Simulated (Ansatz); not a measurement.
Two isomers of C3H5N: A = `CN1C=C1`, B = `C=C=CN`.

Computed with Ansatz on PBE0-D4/def2-TZVP structures; ΔE is electronic, products minus reactants. CCSD(T)/CBS adds triple-zeta CCSD(T) − MP2 to the extrapolated MP2 energy (def2 sets, frozen cores). Functionals use def2-TZVPP. B3LYP here is the variant with VWN-RPA as its local correlation; programs differ in this. Each species was taken in one conformer, which may not be the lowest.

(1) Which isomer does CCSD(T)/CBS put lower? Give the gap. (Estimate.)

(2) Give E(B) − E(A) in kcal/mol with CCSD(T)/def2-SVP, LDA (SPW92), B3LYP-D4, HF/def2-TZVPP, B3LYP, B2PLYP, CCSD/def2-TZVPP. (Estimate.)

(3) Does the order hold for the free energy at 298.15 K (harmonic terms from PBE0-D4)? (An estimate is asked.)

Largest T1 diagnostic: 0.012.

## Answers

(1) The calculation gave: B, by 46.8 kcal/mol.

(2) Computed: CCSD(T)/def2-SVP -46.3, LDA (SPW92) -48.8, B3LYP-D4 -51.7, HF/def2-TZVPP -53.3, B3LYP -52.1, B2PLYP -49.8, CCSD/def2-TZVPP -47.7. None reverses the order clearly.

(3) Ansatz gave: Yes: G(B) − G(A) = -45.6 kcal/mol, for one conformer each.

In def2-TZVPP, CCSD(T) changes the Hartree–Fock value by +6.3 kcal/mol (the triples alone add +0.8 kcal/mol) and MP2 by +8.2 kcal/mol. Leaving LDA and LC-ωPBE aside and taking each functional with its dispersion term where it has one, the values, not all of them listed here, spread over 6.3 kcal/mol, from BHLYP-D4 to ωB97X-V.
